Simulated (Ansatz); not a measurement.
Cost and result for the atomization energy of C6H14, SMILES `CCCC(C)C` (20 atoms, 19 bonds).

```xyz
20

C     1.627   -1.722    0.241
C     1.200   -0.544    1.103
C    -0.256   -0.136    0.917
C    -0.659    0.290   -0.494
C    -2.145    0.615   -0.536
C     0.161    1.469   -0.996
H     2.650   -2.028    0.469
H     1.587   -1.482   -0.824
H     0.977   -2.586    0.408
H     1.855    0.311    0.905
H     1.354   -0.797    2.157
H    -0.485    0.689    1.603
H    -0.898   -0.971    1.223
H    -0.485   -0.557   -1.170
H    -2.467    0.879   -1.547
H    -2.748   -0.234   -0.202
H    -2.375    1.462    0.118
H    -0.168    1.779   -1.991
H     1.226    1.234   -1.059
H     0.050    2.329   -0.327
```

Total charge 0; spin multiplicity 1. The structure was optimised at the PBE0-D4/def2-TZVP level. It is one conformer, not always the lowest. Program: Ansatz. All runs use 2 threads of an AMD EPYC 7R13 on a shared host and a share of an NVIDIA H100 80 GB. Times are those of one run each, without the atoms' runs, and a repeat can differ threefold. Electronic energies, without spin–orbit coupling; frozen cores. CCSD(T)/CBS adds CCSD(T) − MP2 in def2-TZVPP to the MP2 limit, and its time is that of the two runs behind it. T1 = 0.008. B3LYP takes the VWN-RPA correlation (the form of Gaussian; ORCA's B3LYP/G).

CCSD(T)/CBS is a level of theory with its own doubt, some kJ/mol a heavy atom from the limit and from the frozen cores, so smaller differences don't rank the functionals.

```
                             level  functions  wall time  atomization (kJ/mol)  difference from CCSD(T)/CBS  per bond
 B3LYP-D4/def2-TZVPP (with forces)        382      7.5 s                7918.0                          7.1       0.4
   PBE-D4/def2-TZVPP (with forces)        382      8.5 s                8029.9                        119.0       6.3
r2SCAN-D4/def2-TZVPP (with forces)        382       12 s                7922.9                         12.0       0.6
                PBE0-D4/def2-TZVPP        382       12 s                7961.0                         50.1       2.6
                ωB97X-V/def2-TZVPP        382       12 s                7918.5                          7.6       0.4
  ωB97M-V/def2-TZVPP (with forces)        382       12 s                7929.3                         18.4       1.0
                 B2PLYP/def2-TZVPP        382       12 s                7837.4                        -73.5      -3.9
                    MP2/def2-QZVPP        762       15 s                7899.1                        -11.8      -0.6
                CCSD(T)/def2-TZVPP        382       30 s                7756.3                       -154.6      -8.1
                 CCSD(T)/CBS(def2)          –       45 s                7910.9                          0.0       0.0
```

The D4 term adds +61.8 kJ/mol with B3LYP and +33.2 kJ/mol with PBE0; it sums over pairs of atoms, weighted by their polarisabilities, and B3LYP, whose exchange is more repulsive, gets the larger term. In def2-TZVPP, CCSD(T) changes the Hartree–Fock value by +1715.1 kJ/mol (the triples alone add +83.7 kJ/mol) and MP2 by +1767.5 kJ/mol; breaking electron pairs costs correlation energy, which Hartree–Fock lacks. From PBE to PBE0 (25 % exact exchange), in def2-TZVPP and without D4, the atomization energy moves by −62.8 kJ/mol: exact exchange takes away binding that semilocal exchange gives to molecules.
